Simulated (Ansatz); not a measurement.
**H₂O (triplet): wave-function methods side by side at distance H1–H2 along a hydrogen transfer = 1.259 Å, cc-pVDZ**

How much of the correlation energy of H₂O (triplet) does each wave-function method recover here?

Program: Ansatz 0.2.0, Gaussian basis. Level of theory: cc-pVDZ, core rule «outside noble gas», up to 1 orbitals frozen. These are calculated values, not measurements.

The runs, in order: UHF; CCSD(T) on ROHF; CCSD(T) on UHF; BCCD(T) on ROHF; CISD; CCSDT(Q) on ROHF; CCSDT(Q) on UHF; CCSDTQ on ROHF; CCSDTQ on UHF; CASSCF and MRCISD+Q, 4 electrons in 4 orbitals; CASSCF and NEVPT2, 4 electrons in 4 orbitals; CASSCF and MRCISD+Q, 8 electrons in 6 orbitals; CASSCF and NEVPT2, 8 electrons in 6 orbitals; Full CI.

### 1 The geometry

The geometry derives from fragments relaxed apart (PBE0/def2-TZVP) and kept rigid, so it is no stationary point. A hydrogen atom is moved between rigid fragments.

3 atoms, charge 0, spin multiplicity 3.

Atoms are counted from 1 here; the program's logs count them from 0.

Bond lengths: H2–O3 0.990 Å.

### 2 UHF

The input, in.yaml:

```yaml
crystal:
  periodic: [false, false, false]
  atoms:
    - {symbol: H, position_ang: [0.000000, 0.000000, -1.169333]}
    - {symbol: H, position_ang: [0.000000, 0.000000, 0.089667]}
    - {symbol: O, position_ang: [0.000000, 0.000000, 1.079667]}
basis:
  gaussian: {orbitals: cc-pVDZ}
magnetization: {spin_polarized: true, initial_magnetization: 2}
hamiltonian: {xc: hf}
output: {orbitals: {seedname: orbitals}}
```

Command:

```
$ ansatz run in.yaml --threads 1 --pin off --events-out ev --progress --plain --max-ram 4096MiB --backend cpu
```

The runs that follow: CCSD(T) on ROHF; CCSD(T) on UHF; BCCD(T) on ROHF; CISD; CCSDT(Q) on ROHF; CCSDT(Q) on UHF; CCSDTQ on ROHF; CCSDTQ on UHF; CASSCF and MRCISD+Q, 4 electrons in 4 orbitals; CASSCF and NEVPT2, 4 electrons in 4 orbitals; CASSCF and MRCISD+Q, 8 electrons in 6 orbitals; CASSCF and NEVPT2, 8 electrons in 6 orbitals; Full CI.

Q: Predict the results of all the runs planned. Wanted: FCI below the RHF energy; RMP2 from FCI; UMP2 from FCI; RCCSD from FCI; RCCSD(T) from FCI; UCCSD(T) from FCI; RCCSDT(Q) from FCI; UCCSDT(Q) from FCI; NEVPT2 pair from FCI.

The runs gave:

| quantity | value |
| --- | --- |
| FCI below the RHF energy | -4.8295 eV |
| RMP2 from FCI | +49.1 kJ/mol |
| UMP2 from FCI | +48.6 kJ/mol |
| RCCSD from FCI | +7.0 kJ/mol |
| RCCSD(T) from FCI | +1.4 kJ/mol |
| UCCSD(T) from FCI | +1.3 kJ/mol |
| RCCSDT(Q) from FCI | 0.0 kJ/mol |
| UCCSDT(Q) from FCI | -0.1 kJ/mol |
| NEVPT2 pair from FCI | +40.9 kJ/mol |
| MRCISD+Q pair from FCI | +1.6 kJ/mol |
| NEVPT2 valence from FCI | +62.6 kJ/mol |
| levels within 1 kcal/mol (43 meV) | RCCSD(T), UCCSD(T), BCCD(T), RCCSDT, UCCSDT, RCCSDT(Q), UCCSDT(Q), RCCSDTQ, UCCSDTQ, MRCISD+Q pair, MRCISD+Q valence |
| T1 diagnostic | 0.021 |
| effectively unpaired electrons | 2.02 |

RCCSD(T) misses by +1.4 kJ/mol, 0.3 % of the correlation energy. One determinant dominates. Of the multireference levels listed MRCISD+Q valence comes nearest in total energy (+1.1 kJ/mol), which doesn't show that its space is the better one. These misses are within one basis, not against nature; the frozen cores of restricted and unrestricted runs differ, which can shift their rows.
